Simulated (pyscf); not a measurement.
H₂B–PH₂ + H atom (H•) → H₂B–PH• + hydrogen (H₂) (hydrogen abstraction; doublet surface; H–P broken, H–H formed). Optimised with ωB97X-D3(BJ)/def2-SVP in PySCF. Rate constants from transition-state theory, ωB97M-D3(BJ)/def2-TZVP energies (ideal gas, 1 atm, RRHO with modes under 100 cm⁻¹ raised to 100, one conformer, R ln 2 for chiral ones without a mode under 150 cm⁻¹; no tunnelling), k in cm³ molecule⁻¹ s⁻¹.

| T (K) | 1000/T | log10 k |
|---|---|---|
| 298 | 3.354 | -12.45 |
| 600 | 1.667 | ? |
| 900 | 1.111 | -10.57 |
| 1200 | 0.833 | -10.22 |

Q: Fit an Arrhenius line to the three values, give the activation energy, and predict k at 600 K.

A: Least squares gives log10 k = -9.55 − 0.87 × 1000/T, so Ea = 0.87 × ln 10 × 1.987 = 4.0 kcal/mol, against an electronic barrier of 3.4. At 600 K the line gives -11.00; the computed value is -11.12 (ΔG‡ = 14.1 kcal/mol), a factor 1.3 under the line, since the plot is curved. One saddle was located; it need not be the lowest between these sides. The angle at the transferred H is 170°.
